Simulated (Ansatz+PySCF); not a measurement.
Values are calculated unless marked as measured or tabulated.
Input for Ansatz (development build ahead of 0.2.0):

```yaml
crystal:
  periodic: [false, false, false]
  atoms:
    - { symbol: O, position_ang: [1.24177, 0.0, 0.0] }
    - { symbol: C, position_ang: [0.38098, 1.17338, 0.0] }
    - { symbol: C, position_ang: [-1.03502, 0.77257, 0.0] }
    - { symbol: C, position_ang: [-1.03502, -0.77257, 0.0] }
    - { symbol: C, position_ang: [0.38098, -1.17338, 0.0] }
    - { symbol: H, position_ang: [0.92315, 2.21472, 0.0] }
    - { symbol: H, position_ang: [-1.96602, 1.48929, 0.0] }
    - { symbol: H, position_ang: [-1.96602, -1.48929, 0.0] }
    - { symbol: H, position_ang: [0.92315, -2.21472, 0.0] }
basis:
  gaussian: { orbitals: def2-SVP }
hamiltonian:
  xc: hf
correlation:
  method: mp2
  frozen_orbitals: { C: 1, H: 0, O: 1 }
scf:
  omitted_lower_state_checks: [stability, starts, atomic_configurations, cluster_reference, orbital_swaps, given_window_search, neighbouring_geometries, increment]
```

The input is written out in the form of the current development build from the run's settings.

The run gave:

```json
{"Converged": "yes", "Reference energy": "-228.36800 hartree", "Correlation energy": "-0.73225 hartree", "Total energy": "-229.10025 hartree", "Spin squared of the determinant": "0.000", "Occupied orbitals by symmetry in an Abelian subgroup (alpha; beta)": "9 A1 1 A2 2 B1 6 B2; 9 A1 1 A2 2 B1 6 B2"}
```

Caution: an unrestricted determinant lies well below.
